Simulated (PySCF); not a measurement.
**Si3: relaxation and vibrations of the singlet**

Where does singlet Si3 go from a linear chain start, is the end point a minimum, and what are its modes, charges and moments?

Program: PySCF 2.14.0. Level of theory: PBE0, basis Si def2-TZVP, no relativity, density fitting. These are calculated values, not measurements.

### 1 The system as given

3 atoms, charge 0, spin multiplicity 1.

Bond lengths: Si1–Si2 2.204 Å, Si1–Si3 2.204 Å. Angles: Si2–Si1–Si3 180.0°.

```xyz
3
charge 0 multiplicity 1
Si    0.0000    0.0000    0.0000
Si    0.0000    0.0000    2.2040
Si    0.0000    0.0000   -2.2040
```

### 2 Finding the electronic state

The steps below are one call of a driver around PySCF. For each, scf.py gives the equivalent set-up of the SCF; relaxations use the driver's own optimiser. After this first run the driver tries any further starts and a stability analysis.

File scf.py:

```python
from pyscf import gto, scf, dft
mol = gto.M(atom='''
Si     0.000000     0.000000     0.000000
Si     0.000000     0.000000     2.204000
Si     0.000000     0.000000    -2.204000''',
    basis={'Si': 'def2-TZVP'},
    charge=0, spin=0)
mf = dft.RKS(mol, xc='PBE0')
mf.grids.atom_grid = (50, 194)
aux = {'Si': 'def2-universal-JKFIT'}
mf = mf.density_fit(auxbasis=aux)
mf.conv_tol = 1e-08
mf.diis_space = 10
mf.max_cycle = 60
mf.init_guess = 'minao'
mf.verbose = 4
mf.kernel()
```

Started as:

```console
$ OMP_NUM_THREADS=2 python axn.py task.json out
```

The program printed:

```text
init E= -868.057907341737
  HOMO = -0.216809916704465  LUMO = -0.143545053880745  gap/eV = 1.99364
cycle= 1 E= -867.959383459007  delta_E= 0.0985  |g|= 0.263  |ddm|= 1.68
  HOMO = -0.206673695910224  LUMO = -0.140027651855769  gap/eV = 1.81353
cycle= 2 E= -867.905250686822  delta_E= 0.0541  |g|= 0.417  |ddm|= 0.773
  HOMO = -0.232993803486918  LUMO = -0.139072819882674  gap/eV = 2.55572
cycle= 3 E= -867.982855074249  delta_E= -0.0776  |g|= 0.0513  |ddm|= 0.526
  HOMO = -0.228869911516877  LUMO = -0.13710409045049  gap/eV = 2.49708
cycle= 4 E= -867.983649760246  delta_E= -0.000795  |g|= 0.00377  |ddm|= 0.0568
  HOMO = -0.229422678653402  LUMO = -0.1374369733266  gap/eV = 2.50306
cycle= 5 E= -867.983653474072  delta_E= -3.71e-06  |g|= 0.000713  |ddm|= 0.00864
  HOMO = -0.229258645349011  LUMO = -0.137302211681886  gap/eV = 2.50226
cycle= 6 E= -867.983653682906  delta_E= -2.09e-07  |g|= 0.000122  |ddm|= 0.00156
  HOMO = -0.229274704413042  LUMO = -0.137311255741171  gap/eV = 2.50245
cycle= 7 E= -867.98365368998  delta_E= -7.07e-09  |g|= 2.52e-05  |ddm|= 0.00021
  HOMO = -0.229270326678433  LUMO = -0.137311432771373  gap/eV = 2.50233
Extra cycle  E= -867.983653689471  delta_E= 5.09e-10  |g|= 4.07e-05  |ddm|= 7.96e-05
converged SCF energy = -867.983653689471
```

This step, with its further starts and checks, needed 9.8 s of wall time on 2 threads of Arm Neoverse V1, shared host.

Energies from each starting density:

```csv
start,energy (Eh)
the minimal-basis guess,-867.983654
a thermally smeared density,-867.983654
a smeared PBE density,-867.983654
```

No lower closed-shell solution turned up from the other starts or in the test of internal stability.

### 3 Relaxation: linear chain start, singlet

The program finds D∞h symmetry in the start, which this walk keeps. Threshold on the gradient: 0.0003 Eh/bohr, with a further test on the energy change.

Edit scf.py of step 2 so:

```diff
@@ -15 +14,0 @@
-mf.init_guess = 'minao'
```

Energy and gradient, step by step:

```
step  energy (Eh)  change (kJ/mol)  largest symmetric gradient (Eh/bohr)
   0  -867.983654             0.00                               0.01206
   1  -867.984552            -2.36                               0.00134
   2  -867.984562            -2.39                               0.00010
   3  -867.984562            -2.39                               0.00000
```

The walk took 5.4 s.

Geometry (Å) and forces (eV/Å) at some steps:

```
step 0
Si   0.000   0.000   0.000   0.000   0.000   0.000
Si   0.000   0.000   2.204   0.000   0.000  -0.620
Si   0.000   0.000  -2.204   0.000   0.000   0.620
step 1
Si   0.000   0.000   0.000   0.000   0.000   0.000
Si   0.000   0.000   2.169   0.000   0.000  -0.069
Si   0.000   0.000  -2.169   0.000   0.000   0.069
step 2
Si   0.000   0.000   0.000   0.000   0.000   0.000
Si   0.000   0.000   2.165   0.000   0.000   0.005
Si   0.000   0.000  -2.165   0.000   0.000  -0.005
step 3
Si   0.000   0.000   0.000   0.000   0.000   0.000
Si   0.000   0.000   2.165   0.000   0.000   0.000
Si   0.000   0.000  -2.165   0.000   0.000   0.000
```

End point (D∞h, 3 steps, 2.4 kJ/mol gained): Si–Si 2.165 Å (×2); Si–Si–Si 180.0°.

### 4 Frequencies

The point is checked on the finer grid, and tightened if its gradient asks for it. The Hessian and the dipole derivatives come from central differences of analytic gradients, with steps of 0.02 bohr.

Edit scf.py of step 3 so:

```diff
@@ -3,3 +3,3 @@
-Si     0.000000     0.000000     0.000000
-Si     0.000000     0.000000     2.204000
-Si     0.000000     0.000000    -2.204000''',
+Si    -0.000000     0.000000     0.000000
+Si     0.000000     0.000000     2.165082
+Si    -0.000000     0.000000    -2.165082''',
@@ -9 +9 @@
-mf.grids.atom_grid = (50, 194)
+mf.grids.atom_grid = (75, 302)
@@ -12 +12 @@
-mf.conv_tol = 1e-08
+mf.conv_tol = 1e-10
```

This SCF starts from the last density.

Log of the central SCF (cycles and frontier levels):

```text
init E= -867.984567976183
  HOMO = -0.23277428691527  LUMO = -0.137364593615675  gap/eV = 2.59623
cycle= 1 E= -867.98456797572  delta_E= 4.63e-10  |g|= 3.05e-05  |ddm|= 3.22e-05
  HOMO = -0.232774161056627  LUMO = -0.137364592310079  gap/eV = 2.59623
cycle= 2 E= -867.984567963723  delta_E= 1.2e-08  |g|= 0.000155  |ddm|= 0.000163
  HOMO = -0.2327742009155  LUMO = -0.13736459603187  gap/eV = 2.59623
cycle= 3 E= -867.984567976204  delta_E= -1.25e-08  |g|= 6.38e-07  |ddm|= 0.000137
  HOMO = -0.232774247654692  LUMO = -0.137364599704647  gap/eV = 2.59623
cycle= 4 E= -867.984567976203  delta_E= 9.09e-13  |g|= 7.87e-09  |ddm|= 7.35e-07
  HOMO = -0.232774245384971  LUMO = -0.137364597119192  gap/eV = 2.59623
Extra cycle  E= -867.984567976204  delta_E= -1.36e-12  |g|= 4.99e-09  |ddm|= 2.18e-08
converged SCF energy = -867.984567976204
```

The whole step took 16 s.

Geometry: D∞h; Si–Si 2.165 Å (×2); Si–Si–Si 180.0°.

Harmonic modes (main isotopes):

```
symmetry  ω (cm⁻¹)  IR (km/mol)
      πu       72i          0.0
     σg+       410          0.0
     σu+       689          252
```

2 modes are imaginary, the largest at 72i cm⁻¹: a saddle point, not a minimum.

Properties at this point:

```
Dipole moment                                                   : 0.00 D
Highest occupied level                                          : -6.33 eV
Lowest empty level                                              : -3.74 eV
Rotational constants                                            : 0.06427 cm⁻¹
Zero-point energy (real modes)                                  : 6.6 kJ/mol
Principal polarisabilities                                      : 66.5, 66.5, 215.0 bohr³
Atomisation energy without zero-point energy                    : 620 kJ/mol
Principal traceless quadrupole moments about the centre of mass : -0.87, -0.87, 1.75 D Å
```

Charges (e) and bond orders:

```tsv
atom	Mulliken	Löwdin	polar tensor	Mayer order to Si1
Si1	-0.09	-0.21	-0.74	–
Si2,3	0.05	0.10	0.37	1.90
```

Outer orbital energies (eV). occupied: -99.21, -99.13, -15.23, -13.31, -9.28, -6.82, -6.33, -6.33; empty: -3.74, -3.74, -0.77, -0.77.

Mulliken populations on Si1: s 5.34, p 8.69, d 0.04, f 0.02.

### 5 Leaving the saddle point

The atoms are moved a little along the softest imaginary mode and relaxed again.

The program finds C2v symmetry in the start, which this walk keeps. The walk stops when the largest gradient is under 0.0003 Eh/bohr and the energy has settled too.

Edit scf.py of step 4 so:

```diff
@@ -3,3 +3,3 @@
-Si    -0.000000     0.000000     0.000000
-Si     0.000000     0.000000     2.165082
-Si    -0.000000     0.000000    -2.165082''',
+Si     0.000519     0.249999    -0.000000
+Si    -0.000259    -0.125000     2.165082
+Si    -0.000259    -0.125000    -2.165082''',
@@ -9 +9 @@
-mf.grids.atom_grid = (75, 302)
+mf.grids.atom_grid = (50, 194)
@@ -12 +12 @@
-mf.conv_tol = 1e-10
+mf.conv_tol = 1e-08
```

The optimiser's trace:

```csv
step,energy (Eh),change (kJ/mol),largest symmetric gradient (Eh/bohr)
0,-867.984854,0.00,0.01060
1,-867.985738,-2.32,0.00251
2,-867.986274,-3.73,0.00474
3,-867.991535,-17.54,0.01028
4,-867.998352,-35.44,0.02225
5,-867.998354,-35.44,0.03210
6,-867.999919,-39.55,0.02685
7,-868.001967,-44.93,0.02181
8,-868.007795,-60.23,0.01092
9,-868.014869,-78.80,0.01575
10,-868.015059,-79.30,0.01283
11,-868.017334,-85.27,0.00110
12,-868.017371,-85.37,0.00027
13,-868.017373,-85.38,0.00002
```

The walk took 22 s.

Positions (Å) and forces (eV/Å) along the way:

```
step 0
Si   0.001   0.250   0.000   0.000  -0.050   0.000
Si   0.000  -0.125   2.165   0.000   0.025  -0.545
Si   0.000  -0.125  -2.165   0.000   0.025   0.545
step 1
Si   0.001   0.271   0.000   0.000   0.129   0.000
Si   0.000  -0.135   2.130   0.000  -0.065  -0.098
Si   0.000  -0.135  -2.130   0.000  -0.065   0.098
step 7
Si   0.002   0.906   0.000  -0.001  -0.624   0.000
Si  -0.001  -0.453   1.759   0.001   0.312  -1.122
Si  -0.001  -0.453  -1.759   0.001   0.312   1.122
step 13
Si   0.002   1.120   0.000   0.000  -0.001   0.000
Si  -0.001  -0.560   1.375   0.000   0.001   0.000
Si  -0.001  -0.560  -1.375   0.000   0.001   0.000
```

End point (C2v, 13 steps, 85.4 kJ/mol gained): Si–Si 2.170 Å (×2); Si–Si–Si 78.6°.

### 6 Frequencies

As before: finer grid, then central differences.

Edit scf.py of step 5 so:

```diff
@@ -3,3 +3,3 @@
-Si     0.000519     0.249999    -0.000000
-Si    -0.000259    -0.125000     2.165082
-Si    -0.000259    -0.125000    -2.165082''',
+Si     0.002323     1.119751    -0.000000
+Si    -0.001161    -0.559875     1.374551
+Si    -0.001161    -0.559875    -1.374551''',
@@ -9 +9 @@
-mf.grids.atom_grid = (50, 194)
+mf.grids.atom_grid = (75, 302)
@@ -12 +12 @@
-mf.conv_tol = 1e-08
+mf.conv_tol = 1e-10
```

SCF at the final geometry:

```text
init E= -868.017363456688
  HOMO = -0.228750043662332  LUMO = -0.137829416185504  gap/eV = 2.47408
cycle= 1 E= -868.017363456491  delta_E= 1.97e-10  |g|= 2.26e-05  |ddm|= 3.44e-05
  HOMO = -0.228750412830205  LUMO = -0.137829295660406  gap/eV = 2.47409
cycle= 2 E= -868.017363455294  delta_E= 1.2e-09  |g|= 5.55e-05  |ddm|= 8.44e-05
  HOMO = -0.228750264752584  LUMO = -0.137829472552633  gap/eV = 2.47408
cycle= 3 E= -868.017363456727  delta_E= -1.43e-09  |g|= 1.68e-06  |ddm|= 6.01e-05
  HOMO = -0.228750225093206  LUMO = -0.137829446095157  gap/eV = 2.47408
cycle= 4 E= -868.01736345673  delta_E= -2.96e-12  |g|= 2.52e-07  |ddm|= 1.94e-06
  HOMO = -0.228750187174027  LUMO = -0.137829406829475  gap/eV = 2.47408
Extra cycle  E= -868.017363456729  delta_E= 1.36e-12  |g|= 4.71e-07  |ddm|= 8e-07
converged SCF energy = -868.017363456729
```

The whole step needed 21 s of wall time on 2 threads of Arm Neoverse V1, shared host.

Geometry: C2v; Si–Si 2.170 Å (×2); Si–Si–Si 78.6°.

Harmonic modes (main isotopes):

```json
{"symmetry": "a1", "ω (cm⁻¹)": "196", "IR (km/mol)": "5.1", "type": "bend"}
{"symmetry": "b2", "ω (cm⁻¹)": "553", "IR (km/mol)": "42.1", "type": "stretch"}
{"symmetry": "a1", "ω (cm⁻¹)": "568", "IR (km/mol)": "11.5", "type": "stretch"}
```

Every mode is real; the point is a minimum.

Properties at this point:

- Dipole moment: 0.42 D
- Highest occupied level: -6.22 eV
- Lowest empty level: -3.75 eV
- Rotational constants: 0.3204, 0.1595, 0.1065 cm⁻¹
- Zero-point energy: 7.9 kJ/mol
- Principal polarisabilities: 60.6, 100.6, 127.1 bohr³
- Atomisation energy without zero-point energy: 706 kJ/mol
- Principal traceless quadrupole moments about the centre of mass: -2.57, 0.37, 2.21 D Å
- Entropy at 298.15 K and 1 bar: 277.2 J/(mol K)
- Heat capacity Cp at 298.15 K: 50.3 J/(mol K)
- Enthalpy at 298.15 K above 0 K: 12.37 kJ/mol
- Rotational symmetry number: 2

Charges (e) and bond orders:

```csv
atom,Mulliken,Löwdin,polar tensor,Mayer order to Si1
Si1,-0.06,-0.10,-0.31,–
"Si2,3",0.03,0.05,0.16,1.69
```

Outer orbital energies (eV). occupied: -99.64, -99.54, -16.04, -11.79, -9.98, -6.82, -6.78, -6.22; empty: -3.75, -2.63, -1.42, -0.85.

Mulliken populations on Si1: s 5.60, p 8.33, d 0.13, f 0.01.

### 7 Stability of the closed shell

At the lowest minimum the closed shell is tested against spin polarisation, on the (50, 194) grid. It is stable.

### 8 All stationary points

| spin | group | bonds | imaginary modes (cm⁻¹) | ΔE (kJ/mol) | with zero-point energy |
| --- | --- | --- | --- | --- | --- |
| singlet | C2v | Si–Si 2.170 Å (×2) | none | 0.0 | 0.0 |
| singlet | D∞h | Si–Si 2.165 Å (×2) | 72i, 72i | 86.1 | – |

### 9 What came out

| quantity | value |
| --- | --- |
| minimum | singlet, C2v |
| geometry | Si–Si 2.170 Å (×2); Si–Si–Si 78.6° |
| wavenumbers (cm⁻¹) | 196 (a1), 553 (b2), 568 (a1) |
| dipole moment | 0.42 D |
| highest occupied, lowest empty level | -6.22, -3.75 eV |
| polar-tensor charge of Si1 | -0.31 e |
| zero-point energy | 7.9 kJ/mol |
| entropy at 298.15 K | 277.2 J/(mol K) |
| atomisation energy (no zero-point energy) | 706 kJ/mol |

The linear chain start (D∞h) ends in a minimum of C2v symmetry, after a stop at a second-order saddle point 86.1 kJ/mol higher, from which it was pushed off along an imaginary mode. The strongest infrared band lies at 553 cm⁻¹ (b2, stretch). Only this shape and spin were tried, so other structures or states may lie lower.

The search up to here took 77 s.
